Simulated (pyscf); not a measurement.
B–Cl [singlet] + ammonia (NH₃) → H₂N–BH–Cl, an insertion (singlet surface; H–N broken, B–N, B–H formed). Structures and frequencies: ωB97X-D3(BJ)/def2-SVP in PySCF. MP2 and CC: frozen core, UHF for open shells. ΔMP2 is the change of the MP2 total energy from the triple- to the quadruple-zeta basis. Energies in eV from the separated reactants.

Small-basis levels: PySCF, no dispersion term, spherical d functions. 

Task: Quick HF/STO-3G single points give ΔE‡ = 1.16 eV and ΔE = -5.93 eV. What does CCSD(T)/def2-TZVPP + ΔMP2(QZVPP) give, and how far is the quick result from it?

Result: CCSD(T)/def2-TZVPP + ΔMP2(QZVPP) gives ΔE‡ = 0.55 eV and ΔE = -4.04 eV. HF/STO-3G lies 0.61 eV over it in the barrier and 1.89 eV under it in the reaction energy, so on this step it does not hold to within 0.13 eV. CCSD(T)/def2-TZVPP + ΔMP2(QZVPP) has limits of its own. On the reactant side the descent ends in an adduct with a B–N contact, 0.40 eV under the separated species and 0.78 eV under the saddle at ωB97X-D3(BJ)/def2-TZVP. What is counted as formed (B–N) is already present as a longer contact in the reactant adduct; forming that adduct is a step of its own. At ωB97X-D3(BJ) the barrier from the zero used here is 0.38 eV. This is the saddle that the search found; another between the same sides may lie lower. The CCSD(T) − MP2 part came from Ansatz, without density fitting, on the same reference.
